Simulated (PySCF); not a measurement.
## The first ionisation energy along the second row

Calculated with PySCF 2.14 from differences of total energies of unrestricted determinants, without spin-orbit coupling. Values in eV. The last column holds reference values (NIST; (s) semi-empirical, (t) theoretical, else measured). Unmarked ones compare directly (S terms, centres of terms, or small fine structure); those marked * lie between the lowest fine-structure levels and include a spin-orbit shift.

```tsv
element	configurations	LDA	PBE0	r2SCAN	SCS-MP2 (valence)	CCSD (valence)	CCSD(T) (valence)	reference
Li (aug-cc-pVQZ-DK, spin-free X2C)	[He] 2s1 → 1s2	5.471	5.568	5.390	n/a	n/a	n/a	5.392
Be (aug-cc-pVQZ-DK, spin-free X2C)	[He] 2s2 → [He] 2s1	9.026	8.974	8.794	9.009	9.296	9.296	9.323
C (aug-cc-pVQZ-DK, spin-free X2C)	[He] 2s2 2p2 → [He] 2s2 2p1	11.686	11.510	11.663	11.145	11.173	11.204	11.262
N (aug-cc-pVQZ-DK, spin-free X2C)	[He] 2s2 2p3 → [He] 2s2 2p2	15.001	14.696	14.798	14.347	14.465	14.494	14.545
O (aug-cc-pVQZ-DK, spin-free X2C)	[He] 2s2 2p4 → [He] 2s2 2p3	13.994	13.840	13.707	13.553	13.453	13.505	13.608
F (aug-cc-pVQZ-DK, spin-free X2C)	[He] 2s2 2p5 → [He] 2s2 2p4	17.947	17.434	17.525	17.389	17.269	17.334	17.427
Ne (aug-cc-pVQZ-DK, spin-free X2C)	[Ne] → [He] 2s2 2p5	22.173	21.434	21.467	21.581	21.440	21.515	21.597
```

Task: Fill in the row of B (aug-cc-pVQZ-DK, spin-free X2C) ([He] 2s2 2p1 → [He] 2s2).

Result: LDA 8.642; PBE0 8.645; r2SCAN 8.768; SCS-MP2 (valence) 8.257; CCSD (valence) 8.190; CCSD(T) (valence) 8.230; reference 8.297 (eV).

"Valence" correlates the outer s and p shells and, in groups 3 to 12 and the f block, the outer d or f shell, open or full, or the next shell where the ion has no valence electron left; the wider scheme adds the next inner shell.
